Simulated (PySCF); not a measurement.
Several species in one continuum solvent.

All values: CAM-B3LYP/def2-SVPD (PySCF, non-relativistic), each on one gas-phase PBE0-D3(BJ)/def2-SVP geometry that isn't relaxed in the solvent. The solvent is an IEF-PCM continuum (van der Waals radii × 1.2). Specific hydrogen bonds and non-electrostatic terms are outside this model.

Problem. Order them by E(solvent) − E(gas) in chloroform (ε = 4.711), most negative first (kJ/mol).
A. `N#CC1=CC=CC=C1F`
B. `N=[PH3]`
C. `FP(F)(F)(F)F`

Solution. B (-25.0), A (-21.3), C (-6.7).

```
      SMILES  charge  ΔE (kJ/mol)  polarisation term (kJ/mol)  HOMO shift (eV)  dipole gas (D)  dipole solvent (D)  atoms  lowest singlet, gas (eV)  lowest singlet, solvent (eV)
     N=[PH3]       0        -25.0                       -30.0            -0.04            3.03                3.95      6                      5.41                          5.68
N#Cc1ccccc1F       0        -21.3                       -25.1            +0.17            5.48                6.80     13                      5.13                          5.07
FP(F)(F)(F)F       0         -6.7                        -6.9            +0.13            0.01                0.01      6                     10.13                         10.16
```

The polarisation term is half the interaction of the solute with the induced surface charges. Singlets are vertical TDDFT energies (frozen core, non-equilibrium response), the lowest in each medium.
